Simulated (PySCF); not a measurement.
# Vibration and rotation of BC

PBE0 constants of BC, ⁴Σ⁻ (quartet), unpaired electrons σ ↑, π ↑↑ (PySCF, no relativity, basis sets B 6-31G(d,p), C 6-31G(d,p); masses 11.0093 and 12.0000 u):

* ωe: 1207.5 cm⁻¹
* ωexe: 12.3 cm⁻¹
* Be: 1.3274 cm⁻¹
* αe: 0.0175 cm⁻¹
* D (centrifugal): 6.42e-06 cm⁻¹
* De to B + C: 4.73 eV

**Question.** Give the vibrational terms G(v) and spacings up to v = 6.

**Answer.** G(v) = ωe(v+½) − ωexe(v+½)².

```tsv
v	G(v) (cm⁻¹)	G(v) − G(v−1)	Bv (cm⁻¹)
0	601		1.319
1	1784	1183	1.301
2	2942	1158	1.284
3	4076	1134	1.266
4	5185	1109	1.249
5	6269	1084	1.231
6	7329	1060	1.214
```

**Question.** How well does the Morse estimate ωe²/(4ωexe) reproduce De, and what is D0?

**Answer.** It gives 3.67 eV, 78 % of the computed De. D0 = De − G(0) = 4.73 − 0.07 = 4.66 eV.

The state is the lowest determinant that a PBE0 search found; another state may lie lower at other levels.
